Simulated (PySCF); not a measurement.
C2H2F2O2.
Atom-mapped SMILES: `[O:1]=[C:2]([OH:3])[CH:4]([F:5])[F:6]` (hydrogens: H7 on O3; H8 on C4)

Torsions of this conformer, `[O:1]=[C:2]([OH:3])[CH:4]([F:5])[F:6]`: O1–C2–C4–F5 5°, H–O3–C2–O1 2°.

The closed-shell ground state was solved at several levels (PySCF, density fitting, gas phase, non-relativistic). Isolated species at its PBE0-D3(BJ)/def2-TZVP geometry (one conformer only).

```
           level  basis functions  HOMO (eV)  LUMO (eV)  gap (eV)  dipole (D)
    KT3/pcSseg-2              244      -7.32      -1.99      5.33        2.63
wB97X-D/pcSseg-2              244     -10.79       0.99     11.78        2.80
   PBE0/pcSseg-2              244      -8.87      -0.92      7.95        2.78
```

**Question.** What might B97-2/pcSseg-2 (244 basis functions) give for the same quantities?

**Answer.** HOMO -8.56 eV, LUMO -0.99 eV, gap 7.57 eV, dipole 2.77 D.

**Question.** Over all these levels, which gives the widest orbital gap and which the narrowest?

**Answer.** wB97X-D/pcSseg-2 (range-separated hybrid) has the widest, 11.78 eV, and KT3/pcSseg-2 (GGA) the narrowest, 5.33 eV. From the narrowest to the widest the HOMO moves by -3.47 eV and the LUMO by +2.98 eV.

**Question.** In the pcSseg-2 basis, how does the gap go with the fixed share of exact exchange?

**Answer.** KT3 (0 %) 5.33 eV; B97-2 (21 %) 7.57 eV; PBE0 (25 %) 7.95 eV. Each rise in the share widens the gap here.

**Question.** How far do the dipole and the HOMO energy spread over the levels?

**Answer.** The dipole runs from 2.63 to 2.80 D (mean 2.74 D) and the HOMO from -10.79 to -7.32 eV.
